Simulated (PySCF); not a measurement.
hydrogen peroxide cation (H2O2), SMILES OO (connectivity only; charge and spin as stated), charge +1, multiplicity 2.

Geometry optimised at ωB97X-D3(BJ)/def2-TZVP. The spin state was assumed, not searched.

Two levels are set side by side: PBE/def2-TZVPD (PySCF) and CAM-B3LYP/def2-TZVPD (PySCF). Same geometry, gas phase. Differences are taken from unrounded values.

```csv
quantity,CAM-B3LYP
α-spin orbital gap (eV),14.49
β-spin orbital gap (eV),9.59
mean polarisability (bohr³),11.1
```

Problem. What does PBE give, and how far is it from CAM-B3LYP? (The exact figures need the calculation; the answer reports its results.)

Solution. 
```json
[
 {"quantity": "α-spin orbital gap (eV)", "PBE": "8.13", "PBE minus CAM-B3LYP": "-6.36"},
 {"quantity": "β-spin orbital gap (eV)", "PBE": "3.37", "PBE minus CAM-B3LYP": "-6.22"},
 {"quantity": "mean polarisability (bohr³)", "PBE": "11.0", "PBE minus CAM-B3LYP": "-0.1"}
]
```

Rough cost on one machine, each run with all the roots and properties that it gave: CAM-B3LYP against PBE within a factor of 2.
